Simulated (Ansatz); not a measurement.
Basis-set extrapolation for `FCCCF` (PBE0-D4/def2-TZVP geometry, frozen core, Ansatz). Multiplicity 1, RHF reference.

```csv
,def2-TZVPP,def2-QZVPP
HF,-316.102424,-316.116602
MP2 correlation,-1.013372,-1.095347
CCSD(T) correlation,-1.082305,not run
```

Energies in hartree. Use E(X) = E(∞) + A·exp(−7.88·√X) for Hartree–Fock and E(X) = E(∞) + B·X^(−2.97) for correlation, with X = 3 and 4, and add CCSD(T) minus MP2 of the smaller set to the MP2 limit.

Problem. What is the CCSD(T) energy at the basis-set limit?

Solution. HF limit: -316.116602 + (-0.014178) × 0.13774 = -316.11855. MP2 limit: -1.095347 + (-0.081975) × 0.74074 = -1.15607. Higher-order term: -1.082305 − (-1.013372) = -0.06893. Total: -317.34355 hartree, 417.0 kJ/mol below CCSD(T)/def2-TZVPP.
